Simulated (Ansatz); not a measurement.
For hcp Mg, RPBE (Ansatz, a first-principles code, plane waves, PAW) gives:

```
Property                               Value
------------------------------  ------------
lattice parameter a                  3.231 Å
lattice parameter c                  5.243 Å
bulk modulus B0                     34.2 GPa
cohesive energy                 1.33 eV/atom
elastic constant C11                61.2 GPa
elastic constant C44                17.6 GPa
Voigt–Reuss–Hill shear modulus      19.3 GPa
```

Task: What does r²SCAN (PAW; Ansatz) give for the same quantities?

Result: 
- lattice constant a: 3.180 Å (drops by 1.6 %)
- lattice parameter c: 5.152 Å (falls by 1.7 %)
- bulk modulus: 39.6 GPa (increases by 16 %)
- cohesive energy: 1.71 eV/atom (goes up by 0.38 eV/atom)
- elastic constant C11: 72.2 GPa (increases by 18 %)
- elastic constant C44: 22.2 GPa (increases by 26 %)
- Voigt–Reuss–Hill shear modulus: 23.9 GPa (grows by 24 %)

For comparison: lattice constant a 3.209 Å (measured, 293 K, not corrected to a static lattice; as tabulated in Wikipedia's data pages); lattice parameter c 5.210 Å (measured, 293 K, not corrected to a static lattice; as tabulated in Wikipedia's data pages); bulk modulus 38.6 GPa (measured, copied from a table, unchecked, extrapolated to 0 K and zero-point effects removed; as tabulated in Lejaeghere et al. (2013), arXiv:1204.2733); cohesive energy 1.51 eV/atom (measured, 0 K, copied from a table, unchecked, 0 K, 1 atm; zero-point vibration energy not added; as tabulated in Kittel's textbook); elastic constant C11 63.5 GPa (measured, 0 K, extrapolated to 0 K; zero-point effects included; as tabulated in Ibrahim et al. (2023), arXiv:2305.03577); elastic constant C44 18.4 GPa (measured, 0 K, extrapolated to 0 K; zero-point effects included; as tabulated in Ibrahim et al. (2023), arXiv:2305.03577).

Changes are worked out from the printed values.

Unless a cell is named, each level is at its own relaxed cell (RPBE 23.70, r²SCAN 22.57 Å³/atom).

Ansatz's density-functional and Hartree–Fock values are scalar-relativistic unless marked +SOC, with PAW data made under PBE.
